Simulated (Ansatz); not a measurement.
Ideal-gas functions of `P#P` at 800 K and 1 bar, from an Ansatz frequency run at PBE0-D4/def2-TZVP.

Molar mass 61.95 g/mol, point group D∞h (symmetry number 2), electronic degeneracy 1, moments of inertia 54.839 u Å². Harmonic wavenumbers (cm⁻¹, unscaled): 833.

Use S(trans) = R[1.5 ln M + 2.5 ln T − 1.1517]; rotational temperatures θ = 24.2544 K / I; S(rot) = R[ln(T/σθ) + 1]; for each mode x = 1.438777 ν̃/T, S = R[x/(eˣ − 1) − ln(1 − e⁻ˣ)] and H = RT x/(eˣ − 1); 1 cm⁻¹ = 0.0119627 kJ/mol; R = 8.31446 J/(mol·K).

Problem. By hand: the entropy, in J/(mol·K).

Solution. Translation 180.8. Rotation: θ = 0.4423 K, giving 64.9. Vibration, mode by mode: 5.69, in all 5.7. Electronic 0.0. Sum 251.4 J/(mol·K).

Problem. By hand: H − E and G − E in kJ/mol, counted from the electronic energy.

Solution. Zero-point energy ½ × 833 × 0.0119627 = 5.0; thermal vibration 2.9; translation, rotation and pV give 3.5 RT = 23.3. H − E = 31.2 kJ/mol, and G − E = 31.2 − 800 × 251.4/1000 = -169.9 kJ/mol.

Vibration gives 2 % of the entropy.
